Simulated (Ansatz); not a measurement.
Basis-set extrapolation for C2H5FOS, SMILES `FCOCS` (PBE0-D4/def2-TZVP geometry, frozen core, Ansatz 0.2.0). Multiplicity 1, RHF reference.

|  | def2-TZVPP | def2-QZVPP |
| --- | --- | --- |
| HF | -650.580412 | -650.603369 |
| MP2 correlation | -1.002404 | -1.083735 |
| CCSD(T) correlation | -1.080236 | not run |

Energies in hartree. Use E(X) = E(∞) + A·exp(−7.88·√X) for Hartree–Fock and E(X) = E(∞) + B·X^(−2.97) for correlation, with X = 3 and 4, and add CCSD(T) minus MP2 of the smaller set to the MP2 limit.

Question: What is the CCSD(T) energy at the basis-set limit?

Answer: HF limit: -650.603369 + (-0.022957) × 0.13774 = -650.60653. MP2 limit: -1.083735 + (-0.081331) × 0.74074 = -1.14398. Higher-order term: -1.080236 − (-1.002404) = -0.07783. Total: -651.82834 hartree, 4.56 eV below CCSD(T)/def2-TZVPP.
